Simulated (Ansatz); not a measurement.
Elements on the sites of an ideal fluorite lattice, at a guessed lattice constant:

```yaml
crystal:
  lattice:
    - [-4.75260, 4.75260, 0.00000]
    - [-4.75260, 0.00000, 4.75260]
    - [0.00000, 4.75260, 4.75260]
  atoms:
    - { symbol: O, position: [0.87500, 0.87500, 0.37500] }
    - { symbol: O, position: [0.37500, 0.87500, 0.37500] }
    - { symbol: O, position: [0.87500, 0.37500, 0.37500] }
    - { symbol: O, position: [0.87500, 0.87500, 0.87500] }
    - { symbol: O, position: [0.37500, 0.37500, 0.37500] }
    - { symbol: O, position: [0.37500, 0.87500, 0.87500] }
    - { symbol: O, position: [0.87500, 0.37500, 0.87500] }
    - { symbol: O, position: [0.37500, 0.37500, 0.87500] }
    - { symbol: O, position: [0.62500, 0.62500, 0.12500] }
    - { symbol: O, position: [0.12500, 0.62500, 0.12500] }
    - { symbol: O, position: [0.62500, 0.12500, 0.12500] }
    - { symbol: O, position: [0.62500, 0.62500, 0.62500] }
    - { symbol: O, position: [0.12500, 0.12500, 0.12500] }
    - { symbol: O, position: [0.12500, 0.62500, 0.62500] }
    - { symbol: O, position: [0.62500, 0.12500, 0.62500] }
    - { symbol: O, position: [0.12500, 0.12500, 0.62500] }
    - { symbol: Al, position: [0.00000, 0.00000, 0.50000] }
    - { symbol: Sn, position: [0.50000, 0.00000, 0.00000] }
    - { symbol: Sn, position: [0.50000, 0.50000, 0.50000] }
    - { symbol: Ta, position: [0.50000, 0.50000, 0.00000] }
    - { symbol: Ta, position: [0.50000, 0.00000, 0.50000] }
    - { symbol: Ta, position: [0.00000, 0.50000, 0.50000] }
    - { symbol: Bi, position: [0.00000, 0.00000, 0.00000] }
    - { symbol: Bi, position: [0.00000, 0.50000, 0.00000] }
```

Cell and atoms were relaxed without symmetry on coarser meshes and computed once more. All numbers below come from DFT PBE, scalar-relativistic, plane waves, PAW (Ansatz 0.2.0).

Settings: cutoff 420 eV, Γ-centred mesh 4×4×4 on the computed 24-atom cell, Gaussian smearing of 0.02 eV; no spin polarisation.

The relaxation ran on 2×2×2 (shifted) and then 3×3×3 k points with a smearing of 0.1 eV, from sites shaken by 0.02 Å.

Q: What does the relaxation give?

A: A volume of 11.95 Å³/atom and a gap on the mesh of 2.65 eV. It lies 2.13 eV/atom below the elements' standard states (static lattices, no corrections for gases). The atoms leave their sites by 0.53 Å (root mean square) and 0.90 Å at most, and the cell stretches by up to 3.8 % at fixed volume, so the lattice hasn't survived.

```
CELL_PARAMETERS angstrom
-5.25068 5.18371 0.14858
-5.23080 0.16847 5.40603
-0.08175 5.25054 5.49274
ATOMIC_POSITIONS crystal
O 0.83057 0.88776 0.46226
O 0.29065 0.93993 0.47407
O 0.86361 0.28112 0.40392
O 0.88476 0.91419 0.80633
O 0.50100 0.32162 0.31677
O 0.40721 0.79621 0.83388
O 0.80987 0.43530 0.86230
O 0.42054 0.40414 0.85838
O 0.59289 0.66185 0.15408
O 0.13621 0.58094 0.19554
O 0.61184 0.08715 0.14313
O 0.68037 0.65188 0.49199
O 0.17521 0.07307 0.13532
O 0.17362 0.62924 0.54432
O 0.49064 0.14579 0.68852
O 0.14736 0.23198 0.61373
Al 0.02225 0.96547 0.49066
Sn 0.52136 0.00101 0.98916
Sn 0.52035 0.46788 0.50106
Ta 0.49402 0.47497 0.01728
Ta 0.48954 0.00277 0.50132
Ta 0.97880 0.54911 0.50764
Bi 0.01503 0.99974 0.95825
Bi 0.99171 0.45869 0.04789
```

Spin-orbit coupling is left out, which matters for the bands of heavy elements.

Cost: 2 runs of about 12 core-minutes in all (earlier runs that led there not counted), on Intel Xeon Platinum 8259CL (Skylake/Cascade Lake) (shared hosts).